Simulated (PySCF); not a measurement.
Process, species as SMILES: CCCl → Cl[CH-]C + H+
B3LYP-D3(BJ)/def2-TZVP geometries, fixed; electronic energies without zero-point terms.

Effect of the atomic grid (radial, angular points) at r2SCAN/def2-SVP with PySCF, against the last row, where the deprotonation energy is 417.12 kcal/mol. The proton leaves the site shown, which need not be the most acidic. Cost is core time over that of atom_grid: 30, 110, unpruned, rough, on shared machines of one kind.

```json
[
 {"setting": "atom_grid: 30, 110, unpruned", "grid points, largest species": "26400", "largest shift of a total energy (mEh)": "0.657", "shift of the deprotonation energy (kcal/mol)": "-0.096", "cost": "1×"},
 {"setting": "atom_grid: 50, 194, unpruned", "grid points, largest species": "77600", "largest shift of a total energy (mEh)": "1.157", "shift of the deprotonation energy (kcal/mol)": "0.013", "cost": "2×"},
 {"setting": "atom_grid: 75, 302, unpruned", "grid points, largest species": "181200", "largest shift of a total energy (mEh)": "-0.024", "shift of the deprotonation energy (kcal/mol)": "-0.006", "cost": "3×"},
 {"setting": "atom_grid: 99, 590, unpruned", "grid points, largest species": "467280", "largest shift of a total energy (mEh)": "0.009", "shift of the deprotonation energy (kcal/mol)": "0.002", "cost": "8×"},
 {"setting": "atom_grid: 150, 974, unpruned", "grid points, largest species": "1168800", "largest shift of a total energy (mEh)": "0.000", "shift of the deprotonation energy (kcal/mol)": "0.000", "cost": "20×"}
]
```

Within 0.05 kcal/mol in the deprotonation energy: atom_grid: 50, 194, unpruned; atom_grid: 75, 302, unpruned; atom_grid: 99, 590, unpruned. The largest shift is 1.157 mEh in a total energy and 0.096 kcal/mol in the difference.
